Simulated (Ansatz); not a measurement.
in.yaml

```yaml
crystal:
  periodic: [false, false, false]
  atoms:
    - {symbol: N, position_ang: [0.085317, -0.000930, 0.591837]}
    - {symbol: O, position_ang: [-0.079557, 0.007444, -0.658519]}
    - {symbol: H, position_ang: [-0.002936, 0.851240, 1.105156]}
    - {symbol: H, position_ang: [0.080172, -0.956470, 1.123370]}
basis:
  gaussian: {orbitals: cc-pVDZ}
magnetization: {spin_polarized: true, initial_magnetization: 1}
hamiltonian: {xc: {name: B3LYP}}
```

```sh
$ ansatz run in.yaml --threads 1 --pin off --events-out ev --progress --plain --max-ram 2393MiB
```

Output:

```
352 factors; integrals over basis functions are off by at most 1.6e-3 eV
mean field evaluation 1: about -3564.7365 eV, gradient 2.4e1 eV
mean field evaluation 2: about -3563.5023 eV, gradient 3.1e1 eV
mean field evaluation 4: about -3567.0595 eV, gradient 2.4e0 eV
mean field evaluation 8: about -3567.1809 eV, gradient 1.3e-1 eV
mean field evaluation 16: about -3567.1810 eV, gradient 1.2e-4 eV
mean field -3567.18104487 eV, -131.0914854767 hartree, gradient 1.6e-5 eV, S^2 0.753046; 0 other end points of the search recorded, 0 dependent functions left out
reference -3567.18118825 eV, -131.0914907458 hartree; 9, 8 occupied and 29, 30 virtual orbitals, 352 factors
Total energy: -3567.18118825 eV, -131.0914907458 hartree
```

Ran on 1 thread of Intel Xeon Platinum 8259CL, shared host: 1 s wall, 0.15 GiB peak host memory.
